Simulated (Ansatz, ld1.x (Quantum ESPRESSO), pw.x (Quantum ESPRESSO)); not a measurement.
Cd (fcc): variants of one RRKJ potential in the solid

* Element: Cd
* Generator: ld1.x (Quantum ESPRESSO) 7.5
* Type: norm-conserving RRKJ (Kleinman–Bylander form)
* Functional: LDA (PW92)
* Relativity: scalar-relativistic
* Frozen core: [Kr]
* Valence charge: 12
* Reference configuration: 4d10 5s2 5p0
* Partial waves: 5p (bound, empty): rc 2.70 bohr; 4d (bound): rc 1.45 bohr; 4f channel at 0.35 Ry: rc 2.70 bohr; 5s (bound): rc 2.10 bohr
* Local potential: the s channel
* Core correction: a·sin(br)/r model core inside 1.40 bohr

Crystal test: fcc Cd in pw.x 7.5, no spin, 13³ k-points, Fermi–Dirac smearing 0.01 Ry, cutoffs set for each file from its atomic test. The reference is all-electron LAPW (Ansatz 0.2.0) with the same functional, mesh and smearing; V0 and B0 come from Birch–Murnaghan fits to the pressures at five volumes. Errors are pseudo minus all-electron; Δ is the rms difference of the E(V) curves that follow from these fits, minima aligned, over ±6 % about the mean V0. Mesh and smearing are coarse, so the numbers serve the comparison and aren't converged zero-temperature values; the lattice is a test structure that the element need not adopt.

All-electron: a0 = 4.306 Å (V0 = 19.96 Å³/atom), B0 = 68.9 GPa.

Base: This is a poor potential for the solid.

1 further variants are left out: they gave no file fit for a test, a broken result, the same result as the base, or pressures whose basis-set error rivals the error shown.

A dash in a converged row means that the minimum lies outside the volumes sampled.

| change | cutoffs (Ry) | pw.x | a0 (Å) | a0 error (%) | B0 error (%) | Δ (meV/atom) | mean pressure error (GPa) |
| --- | --- | --- | --- | --- | --- | --- | --- |
| base | 100/400 | converged | 4.335 | +0.69 | -4.0 | 6.2 | +1.45 |
| wave 5s (bound): rc 2.10 bohr becomes 5s (bound): rc 1.88 bohr | 100/400 | converged | 4.331 | +0.60 | -3.3 | 5.4 | +1.25 |
| wave 5s (bound): rc 2.10 bohr becomes 5s (bound): rc 2.26 bohr | 100/400 | converged | 4.335 | +0.69 | -4.0 | 6.1 | +1.44 |
| wave 5s (bound): rc 2.10 bohr becomes 5s (bound): rc 3.16 bohr | 100/400 | converged | – | – | – | – | -3.21 |

Problem. Give the row for: wave 5s (bound): rc 2.10 bohr becomes 5s (bound): rc 2.64 bohr.

Solution. pw.x: converged; mean pressure error (GPa): +0.70; a0 (Å): 4.320; a0 error (%): +0.34; B0 error (%): -2.5; Δ (meV/atom): 3.0.
